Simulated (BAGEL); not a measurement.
# P2 (SMILES P#P): levels of theory compared

We compute a comparison of 4 runs (B3LYP/6-31G*, B3LYP/def2-TZVPPD, PBE0/def2-TZVPPD, RI-MP2/def2-TZVPPD) of P2. 

The calculation is run with BAGEL 1.2.2.

1 further run of the same task is left out (set aside as unsound or not needed). Runs told in other sessions of the task aren't counted.

### 1 The system as given

P2 has 2 atoms, charge 0, and is taken as a singlet. As SMILES, `P#P`. The bond length is the measured one.

Bond lengths: P1–P2 1.893 Å.

### 2 The energy at B3LYP/6-31G(d) (density fitting with qzvpp-jkfit, spherical functions) (run 1)

The input, input.json:

```json
{ "bagel" : [

{
  "title" : "molecule",
  "basis" : "6-31gs.json",
  "df_basis" : "qzvpp-jkfit",
  "angstrom" : "true",
  "geometry" : [
    { "atom" : "P", "xyz" : [    0.000000,    0.000000,    0.000000 ] },
    { "atom" : "P", "xyz" : [    0.000000,    0.000000,    1.893400 ] }
  ]
},
{ "title" : "ks", "xc_func" : "b3lyp" },
{ "title" : "print", "file" : "orbitals.molden", "orbitals" : "true" }

]}
```

The basis set 6-31G* is read from a file made from the Basis Set Exchange's data (not shown).

On the command line:

```console
$ BAGEL_NUM_THREADS=1 BAGEL input.json > input.out
```

Log:

```text
* using 1 threads per process

  ===============================================================
  ===============================================================

  *** Geometry ***

  { "atom" : "P", "xyz" : [      0.000000,      0.000000,      0.000000 ] },
  { "atom" : "P", "xyz" : [      0.000000,      0.000000,      3.578007 ] },

  Number of auxiliary basis functions:      256

  Since a DF basis is specified, we compute 2- and 3-index integrals:
    o Being stored without compression. Storage requirement is 0.003 GB

  Number of basis functions:       36
  Number of electrons      :       30

    * METHOD: MOLECULE                             0.05

  *** Kohn-Sham DFT ***

    * Removing 1880 points whose weight is below 1.00e-10
    * Grid points: 27932

  === Nuclear Repulsion ===
    62.8841620369

       - DIIS with orbital gradients will be used.

  === KS iteration (b3lyp / 6-31gs.json) ===
      0       -674.09807258          0.18536276           0.05
      1       -679.06212564          0.09592730           0.04
      2       -680.67179975          0.10130620           0.04
      3       -682.61374056          0.02033322           0.04
      4       -682.68295423          0.00220580           0.04
      5       -682.68370523          0.00078345           0.04
      6       -682.68389035          0.00012889           0.04
      7       -682.68389263          0.00000083           0.04
      8       -682.68389263          0.00000010           0.04
      9       -682.68389263          0.00000001           0.04
    * SCF iteration converged.

    * Permanent dipole moment:
           (   -0.000000,     0.000000,    -0.000000) a.u.

    * METHOD: KS                                   0.49

    * METHOD: PRINT                                0.00

  ===============================================================
```

Wall time 0.66 s (1 thread of Arm Neoverse V1, shared host).

### 3 A single-point energy at B3LYP/def2-TZVPPD (density fitting with qzvpp-jkfit) (run 2)

The input, calc.json:

```json
{ "bagel" : [

{
  "title" : "molecule",
  "basis" : "def2-tzvppd.json",
  "df_basis" : "qzvpp-jkfit",
  "angstrom" : "true",
  "geometry" : [
    { "atom" : "P", "xyz" : [       0.000000,       0.000000,       0.000000 ] },
    { "atom" : "P", "xyz" : [       0.000000,       0.000000,       1.893400 ] }
  ]
},

{ "title" : "ks", "xc_func" : "b3lyp" },

{ "title" : "print", "file" : "orbitals.molden", "orbitals" : "true" }

]}
```

The basis set def2-TZVPPD is read from a file made from the Basis Set Exchange's data (not shown).

On the command line:

```console
$ BAGEL_NUM_THREADS=1 BAGEL calc.json > calc.out
```

Log:

```text
* using 1 threads per process

  ===============================================================
  ===============================================================

  *** Geometry ***

  { "atom" : "P", "xyz" : [      0.000000,      0.000000,      0.000000 ] },
  { "atom" : "P", "xyz" : [      0.000000,      0.000000,      3.578007 ] },

  Number of auxiliary basis functions:      256

  Since a DF basis is specified, we compute 2- and 3-index integrals:
    o Being stored without compression. Storage requirement is 0.019 GB

  Number of basis functions:       96
  Number of electrons      :       30

    * METHOD: MOLECULE                             0.08

  *** Kohn-Sham DFT ***

    * Removing 1880 points whose weight is below 1.00e-10
    * Grid points: 27932

  === Nuclear Repulsion ===
    62.8841620369

       - DIIS with orbital gradients will be used.

  === KS iteration (b3lyp / def2-tzvppd.json) ===
      0       -619.05356836          0.33597449           0.12
      1       -630.63441591          0.59492843           0.10
      2       -666.07484789          0.20301772           0.09
      3       -679.76414794          0.08935678           0.09
      4       -682.55646445          0.02430602           0.09
      5       -682.73733678          0.00618695           0.09
      6       -682.74671392          0.00062574           0.09
      7       -682.74684371          0.00008913           0.09
      8       -682.74684590          0.00002601           0.09
      9       -682.74684617          0.00000105           0.09
     10       -682.74684617          0.00000012           0.09
     11       -682.74684617          0.00000003           0.09
     12       -682.74684617          0.00000003           0.09
     13       -682.74684617          0.00000000           0.09
    * SCF iteration converged.

    * Permanent dipole moment:
           (   -0.000000,     0.000000,     0.000000) a.u.

    * METHOD: KS                                   1.44

    * METHOD: PRINT                                0.02

  ===============================================================
```

It took 1.7 s on 1 thread of Arm Neoverse V1, shared host; peak memory 0.16 GiB.

Run 3 isn't shown in full; the table further down has it.

### 4 The energy at RI-MP2/def2-TZVPPD (density fitting with qzvpp-jkfit) (run 4)

The input, input.json:

```json
{ "bagel" : [

{
  "title" : "molecule",
  "basis" : "def2-tzvppd.json",
  "df_basis" : "qzvpp-jkfit",
  "angstrom" : "true",
  "geometry" : [
    { "atom" : "P", "xyz" : [       0.000000,       0.000000,       0.000000 ] },
    { "atom" : "P", "xyz" : [       0.000000,       0.000000,       1.893400 ] }
  ]
},

{ "title" : "hf" },

{ "title" : "mp2", "ncore" : 10 }

]}
```

The basis set def2-TZVPPD is read from a file made from the Basis Set Exchange's data (not shown).

On the command line:

```console
$ BAGEL_NUM_THREADS=1 BAGEL input.json > input.out
```

Log:

```text
* using 1 threads per process

  ===============================================================
  ===============================================================

  *** Geometry ***

  { "atom" : "P", "xyz" : [      0.000000,      0.000000,      0.000000 ] },
  { "atom" : "P", "xyz" : [      0.000000,      0.000000,      3.578007 ] },

  Number of auxiliary basis functions:      256

  Since a DF basis is specified, we compute 2- and 3-index integrals:
    o Being stored without compression. Storage requirement is 0.019 GB

  Number of basis functions:       96
  Number of electrons      :       30

    * METHOD: MOLECULE                             0.08

  *** RHF ***

  === Nuclear Repulsion ===
    62.8841620369

      * DIIS with orbital gradients will be used.

  === RHF iteration (def2-tzvppd.json) ===
      0       -681.46384494          0.00562979           0.03
      1       -681.47897768          0.00233722           0.03
      2       -681.48078253          0.00053996           0.03
      3       -681.48107570          0.00003546           0.03
      4       -681.48107657          0.00001010           0.03
      5       -681.48107665          0.00000259           0.03
      6       -681.48107665          0.00000051           0.03
      7       -681.48107666          0.00000010           0.03
      8       -681.48107666          0.00000002           0.03
      9       -681.48107666          0.00000000           0.03
    * SCF iteration converged.

    * Permanent dipole moment:
           (   -0.000000,     0.000000,     0.000000) a.u.

    * METHOD: HF                                   0.35

  *** RHF ***

  === Nuclear Repulsion ===
    62.8841620369

      * DIIS with orbital gradients will be used.

  === RHF iteration (def2-tzvppd.json) ===
      0       -681.48107666          0.00000000           0.03
    * SCF iteration converged.

    * Permanent dipole moment:
           (   -0.000000,     0.000000,    -0.000000) a.u.

  === DF-MP2 calculation ===

    * freezing 10 orbitals
    * 3-index integral transformation done
    * assembly done

      MP2 correlation energy:   -0.2802308292      0.01

      MP2 total energy:       -681.7613074844

    * METHOD: MP2                                  0.07

  ===============================================================
```

It took 0.62 s on 1 thread of Arm Neoverse V1, shared host.

### 5 Overview of the runs

```csv
run,level,frozen core orbitals,energy (Eh),dipole moment (D),HOMO energy (eV),LUMO energy (eV),wall time
1,"B3LYP/6-31G* (density fitting with qzvpp-jkfit, spherical functions)",–,-682.683893,0.00,-7.85,-2.71,0.66 s
2,B3LYP/def2-TZVPPD (density fitting with qzvpp-jkfit),–,-682.746846,0.00,-7.82,-2.76,1.7 s
3,PBE0/def2-TZVPPD (density fitting with qzvpp-jkfit),–,-682.448585,0.00,-8.09,-2.61,1.6 s
4,RI-MP2/def2-TZVPPD (density fitting with qzvpp-jkfit),10,-681.761307,–,–,–,0.62 s
```

### 6 What came out

| quantity | value |
| --- | --- |
| run 4: total energy | -681.76131 Eh |
| run 4: correlation energy (10 core orbitals frozen) | -280.2 mEh |

Over runs 1, 2, 3 the HOMO–LUMO gap runs from 5.06 eV (B3LYP/def2-TZVPPD) to 5.48 eV (PBE0/def2-TZVPPD). Totals of different functionals can't be ranked against each other. All runs together took 4.6 s, the longest 1.7 s.
